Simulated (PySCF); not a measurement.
Species: C4H2N (charge -1).
Numbering: `[CH:1]#[C:2][CH-:3][C:4]#[N:5]` (hydrogens: H6 on C1; H7 on C3)

Computed geometry: GFN2-xTB, gas phase.

Q: Give the optimised bond lengths and angles.

A: 
```json
{"bond": "C1≡C2", "length (bohr)": "2.306"}
{"bond": "C2–C3", "length (bohr)": "2.607"}
{"bond": "C3–C4", "length (bohr)": "2.574"}
{"bond": "C4≡N5", "length (bohr)": "2.213"}
{"bond": "C1–H6", "length (bohr)": "2.000"}
{"bond": "C3–H7", "length (bohr)": "2.060"}
```

A selection of angles:
```json
{"angle": "C2–C1–H6", "degrees": "154.3"}
{"angle": "C1–C2–C3", "degrees": "168.8"}
{"angle": "C2–C3–C4", "degrees": "123.2"}
{"angle": "C2–C3–H7", "degrees": "118.9"}
{"angle": "C4–C3–H7", "degrees": "117.8"}
{"angle": "C3–C4–N5", "degrees": "178.1"}
```

C2 (carbon bonded to 2 C) is bent (angle 168.8°). The 3 C–C bonds span 1.220 Å (C1≡C2, drawn triple) to 1.379 Å (C2–C3, drawn single), a spread of 0.159 Å. C1 (carbon bonded to C and H) is bent (angle 154.3°). C3 (carbon bonded to 2 C and H) is planar (angles 123.2°, 118.9° and 117.8°, sum 360.0°, 0.02 Å off the plane of its three neighbours).

Point group: near Cs, missed by 0.32 Å at most; the miss may be what the optimiser left on a soft mode. GFN2-xTB frequencies: not computed here.
